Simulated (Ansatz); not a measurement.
The inner images of a band of AlH3O + H4Si (10 atoms, charge 0, multiplicity 1) are given out of order.

The calculation used Ansatz 0.2.0, RKS r2SCAN-D4/def2-SVP.

Initial state:

```xyz
10
Properties=species:S:1:pos:R:3
Al 0.048 -0.145 0.375
O -0.279 -1.231 1.657
H -1.148 -1.448 2.004
H 1.557 -0.087 -0.097
H -1.147 0.514 -0.453
Si 0.124 2.969 1.040
H 1.007 3.822 1.883
H 0.570 2.967 -0.378
H -1.302 3.371 1.170
H 0.256 1.563 1.578
```

Final state:

```xyz
10
Properties=species:S:1:pos:R:3
Al 0.167 0.441 -0.001
O -0.222 -0.377 1.818
H -1.129 -0.261 2.142
H 1.632 -0.154 -0.226
H -1.087 -0.181 -0.774
Si 0.018 2.815 0.670
H 0.932 3.119 1.831
H 0.359 3.820 -0.391
H -1.354 3.190 1.170
H 0.369 -0.117 2.541
```

Task: Put them in order from the first end to the last, with their energies above the first end.
A.
```xyz
10
Properties=species:S:1:pos:R:3
Al 0.192 0.193 0.116
O -0.199 -0.370 1.857
H -1.090 -0.677 2.083
H 1.714 -0.011 -0.261
H -1.045 0.042 -0.869
Si 0.052 2.651 1.082
H 1.155 3.227 1.910
H 0.340 3.020 -0.351
H -1.238 3.324 1.437
H -0.195 0.897 1.775
```
B.
```xyz
10
Properties=species:S:1:pos:R:3
Al 0.204 0.414 0.036
O -0.205 -0.310 1.889
H -1.051 -0.772 2.001
H 1.646 -0.172 -0.308
H -1.085 -0.129 -0.744
Si 0.117 2.779 0.745
H 1.160 3.180 1.757
H 0.320 3.650 -0.454
H -1.189 3.204 1.368
H -0.232 0.453 2.487
```
C.
```xyz
10
Properties=species:S:1:pos:R:3
Al 0.161 -0.023 0.198
O -0.192 -0.651 1.785
H -1.099 -0.724 2.097
H 1.695 0.024 -0.208
H -1.023 0.087 -0.862
Si 0.039 2.737 1.129
H 1.163 3.272 1.937
H 0.340 2.922 -0.325
H -1.261 3.382 1.440
H -0.137 1.270 1.589
```
D.
```xyz
10
Properties=species:S:1:pos:R:3
Al 0.215 0.350 0.064
O -0.198 -0.336 1.904
H -1.076 -0.711 2.079
H 1.701 -0.085 -0.287
H -1.052 -0.044 -0.823
Si 0.086 2.702 0.910
H 1.146 3.218 1.843
H 0.338 3.302 -0.436
H -1.220 3.269 1.403
H -0.255 0.631 2.123
```
E.
```xyz
10
Properties=species:S:1:pos:R:3
Al 0.131 -0.153 0.258
O -0.216 -0.969 1.729
H -1.091 -1.013 2.123
H 1.665 0.012 -0.103
H -1.027 0.157 -0.793
Si 0.053 2.890 1.097
H 1.166 3.421 1.926
H 0.365 2.960 -0.355
H -1.247 3.544 1.405
H -0.114 1.446 1.492
```
F.
```xyz
10
Properties=species:S:1:pos:R:3
Al 0.085 -0.170 0.341
O -0.241 -1.163 1.700
H -1.117 -1.388 2.024
H 1.617 0.004 -0.021
H -1.093 0.289 -0.630
Si 0.090 2.977 1.057
H 1.156 3.617 1.873
H 0.432 2.986 -0.390
H -1.238 3.599 1.306
H -0.006 1.545 1.519
```
G.
```xyz
10
Properties=species:S:1:pos:R:3
Al 0.168 0.447 0.017
O -0.178 -0.344 1.855
H -1.089 -0.635 2.012
H 1.605 -0.150 -0.339
H -1.136 -0.189 -0.662
Si 0.068 2.828 0.672
H 1.010 3.121 1.813
H 0.418 3.808 -0.409
H -1.284 3.242 1.190
H 0.103 0.165 2.631
```

Result: F (+0.01 eV), E (+0.06 eV), C (+0.41 eV), A (+1.28 eV), D (+0.81 eV), B (+0.51 eV), G (+0.46 eV).

Run time: 3.4 min on 2 threads of Intel(R) Xeon(R) 6975P-C (Granite Rapids) (shared host), peak memory 0.16 GiB.
